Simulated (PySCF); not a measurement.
**TDDFT excited states: C12H8N2**

Phenazine, C12H8N2.
SMILES with atom numbers: `[cH:1]1[cH:2][cH:3][c:4]2[n:5][c:6]3[cH:7][cH:8][cH:9][cH:10][c:11]3[n:12][c:13]2[cH:14]1` (hydrogens: H15 on C1; H16 on C2; H17 on C3; H18 on C7; H19 on C8; H20 on C9; H21 on C10; H22 on C14)

Computed with TDDFT CAM-B3LYP/def2-SVPD, vertical, gas phase, core orbitals frozen in the response (PySCF 2.14.0, density-fitted response routines). Isolated species at its PBE0-D3(BJ)/def2-SVP geometry, gas phase.

Q: Predict the UV-vis stick spectrum at this level.

A: 

```tsv
state	λ (nm)	E (eV)	f	|μ| (D)	main configurations (H = HOMO, L = LUMO)
S1	366.9	3.38	0.0011	0.29	H-2→L (96%)
S2	348.6	3.56	0.052	1.97	H→L (97%)
S3	310.1	4.00	0.181	3.45	H-1→L (77%), H→L+1 (20%)
S4	268.2	4.62	0.0000	0.00	H-3→L (98%)
S5	245.7	5.05	0.0000	0.00	H-4→L (93%)
S6	235.6	5.26	0.0000	0.03	H-2→L+1 (97%)
S7	223.8	5.54	1.698	8.99	H→L+1 (75%), H-1→L (20%)
S8	211.1	5.87	0.0000	0.03	H-3→L+1 (44%), H-1→L+2 (31%), H-5→L (15%)
S9	205.7	6.03	0.044	1.39	H-1→L+1 (74%), H→L+3 (16%)
S10	204.7	6.06	0.0000	0.01	H→L+2 (93%)
```

Triplets, Tamm–Dancoff:

```
state  E (eV)  λ (nm)  main configurations (H = HOMO, L = LUMO)
   T1    2.28   543.0                                 H→L (90%)
   T2    2.89   428.8                               H-2→L (91%)
   T3    3.19   388.7                               H-1→L (96%)
   T4    3.41   363.2                  H-3→L (68%), H→L+2 (25%)
```

The lowest singlet comes at 367 nm (326 kJ/mol) in the ultraviolet; it is very weak; its leading configuration is HOMO-2→LUMO (96%). The strongest level in the table is S7 at 5.54 eV (224 nm, f = 1.698). Löwdin shares by element: HOMO carbon 42% or more (atoms not listed hold the other 58%); LUMO nitrogen 29%, carbon 13% or more (atoms not listed hold the other 58%). Orbital energies (eV): HOMO-3 -9.05, HOMO-2 -8.66, HOMO-1 -8.45, HOMO -7.72, LUMO -1.73, LUMO+1 0.08, LUMO+2 0.80. The oscillator strengths of these states sum to 1.977; summed over the whole spectrum of an exact calculation they would give the number of electrons, 94 (Thomas–Reiche–Kuhn). The listed states span 2.68 eV, and the widest gap between neighbours is 0.62 eV (S3 to S4). No computed singlet lies in the visible range (380 to 750 nm); the lowest, at 367 nm, stands 0.12 eV above its violet end (3.26 eV); a Tamm–Dancoff triplet lies at 543 nm, without intensity as long as spin–orbit coupling is left out. Only the lowest 10 singlets were computed, as vertical energies without vibronic structure.
